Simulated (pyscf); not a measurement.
**Four-centre exchange: H₂N–B(Cl)–Cl (SMILES NB(Cl)Cl) + HCl (SMILES Cl) -> H₂N–B(Cl)–Cl (SMILES NB(Cl)Cl) + HCl (SMILES Cl)**

Gas phase, singlet surface, charge 0. Bonds broken: B2–Cl7, Cl3–H8. Bonds formed: B2–Cl3, Cl7–H8. PySCF, gas phase, ωB97X-D3(BJ)/def2-SVP geometries.

Transition state (Å):

```xyz
8

N     -0.9847     0.8330     0.4719
B     -1.1921     0.1749    -0.7512
Cl    -0.7738    -1.8700    -0.6515
Cl    -2.6888     0.4190    -1.6658
H     -0.1500     0.7292     1.0322
H     -1.6847     1.4587     0.8466
Cl     0.4385     0.3380    -2.0480
H      0.1839    -1.1186    -1.6008
```

One imaginary mode, 917i cm⁻¹; descent along it reached the two sides named.

```tsv
bond	change	reactant side (Å)	saddle	product side
B2–Cl7	breaks	1.782	2.090	3.5
Cl3–H8	breaks	1.287	1.544	2.488
B2–Cl3	forms	3.5	2.090	1.782
Cl7–H8	forms	2.495	1.545	1.287
```

Electronic energies relative to the separated reactants (eV):

| level | barrier | reaction energy | reverse barrier |
|---|---|---|---|
| ωB97X-D3(BJ)/def2-TZVP | 1.41 | 0.00 | 1.41 |
| PBE/def2-TZVP | 1.14 | 0.00 | 1.14 |
| r²SCAN/def2-TZVP | 1.21 | 0.00 | 1.21 |
| B3LYP-D3(BJ)/def2-TZVP | 1.37 | 0.00 | 1.37 |
| PBE0-D3(BJ)/def2-TZVP | 1.23 | 0.00 | 1.23 |
| M06-2X/def2-TZVP | 1.40 | 0.00 | 1.40 |
| ωB97M-D3(BJ)/def2-TZVP | 1.43 | 0.00 | 1.43 |
| HF/def2-TZVP | 2.35 | 0.00 | 2.35 |

With ωB97M-D3(BJ)/def2-TZVP energies and thermal terms (ideal gas, 1 atm, RRHO with modes under 100 cm⁻¹ raised to 100, one conformer, R ln 2 for chiral ones without a mode under 150 cm⁻¹), in eV:

| T (K) | ΔH‡ | ΔG‡ | ΔH | ΔG |
|---|---|---|---|---|
| 298 | 1.34 | 1.74 | 0.00 | 0.00 |
| 600 | 1.36 | 2.15 | 0.00 | 0.00 |
| 900 | 1.38 | 2.54 | 0.00 | 0.00 |
| 1200 | 1.41 | 2.92 | 0.00 | 0.00 |

The same reactants have a lower exit, to Cl–B(Cl)–Cl + NH₃ (barrier +0.78 eV at ωB97M-D3(BJ)/def2-TZVP, against +1.43 eV here). This is the saddle that the search found; another between the same sides may lie lower.
